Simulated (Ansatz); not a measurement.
Geometry optimisation, Ansatz, RKS PBE/def2-SVP.

Input:

```yaml
crystal:
  periodic: [false, false, false]
  atoms:
    - { symbol: Si, position_ang: [0.144481, -0.050867, -0.091875] }
    - { symbol: H, position_ang: [0.248784, 0.031367, 1.383066] }
    - { symbol: H, position_ang: [1.552431, -0.087171, -0.624551] }
    - { symbol: H, position_ang: [-0.477422, 1.240038, -0.569989] }
    - { symbol: "N", position_ang: [-0.612723, -1.571242, -0.508647] }
    - { symbol: H, position_ang: [-1.5895, -1.632232, -0.199234] }
    - { symbol: H, position_ang: [-0.544663, -1.870793, -1.488844] }
    - { symbol: F, position_ang: [-2.311445, -0.103808, 1.251143] }
    - { symbol: H, position_ang: [-1.559241, -0.084793, 1.804132] }
basis:
  gaussian: { orbitals: def2-SVP }
hamiltonian:
  xc: pbe
relax:
  f_tol: 0.03
  max_steps: 50
output:
  orbitals: {}
```

Run as:

```bash
$ ansatz run input.yaml --threads 1 --pin off --max-ram 2048MiB --backend cpu --events-out ev --progress --plain --runs-dir out
```

Task: Where does it end, and by what steps?

Result: It converged. After 7 steps the energy has fallen by 0.055 eV; F8 moved furthest, 0.30 Å.

```json
{"step": "0", "energy less start (eV)": "0.0000", "largest force component (eV/Å)": "0.777", "accepted": "yes"}
{"step": "1", "energy less start (eV)": "-0.0265", "largest force component (eV/Å)": "1.067", "accepted": "yes"}
{"step": "2", "energy less start (eV)": "-0.0374", "largest force component (eV/Å)": "0.433", "accepted": "yes"}
{"step": "3", "energy less start (eV)": "-0.0450", "largest force component (eV/Å)": "0.601", "accepted": "yes"}
{"step": "4", "energy less start (eV)": "-0.0405", "largest force component (eV/Å)": "0.264", "accepted": "no"}
{"step": "5", "energy less start (eV)": "-0.0541", "largest force component (eV/Å)": "0.092", "accepted": "yes"}
{"step": "6", "energy less start (eV)": "-0.0536", "largest force component (eV/Å)": "0.087", "accepted": "no"}
{"step": "7", "energy less start (eV)": "-0.0549", "largest force component (eV/Å)": "0.028", "accepted": "yes"}
```

```xyz
9
Properties=species:S:1:pos:R:3
Si 0.182 -0.021 -0.153
H 0.134 0.140 1.360
H 1.623 -0.151 -0.561
H -0.352 1.274 -0.719
N -0.644 -1.506 -0.528
H -1.616 -1.555 -0.204
H -0.552 -1.887 -1.472
F -2.408 -0.275 1.475
H -1.516 -0.148 1.758
```

Whether the end is a true minimum wasn't checked by a vibrational analysis.

The run took 17 s on 1 thread of Arm Neoverse V1, with other jobs on the host, peak memory 0.13 GiB.
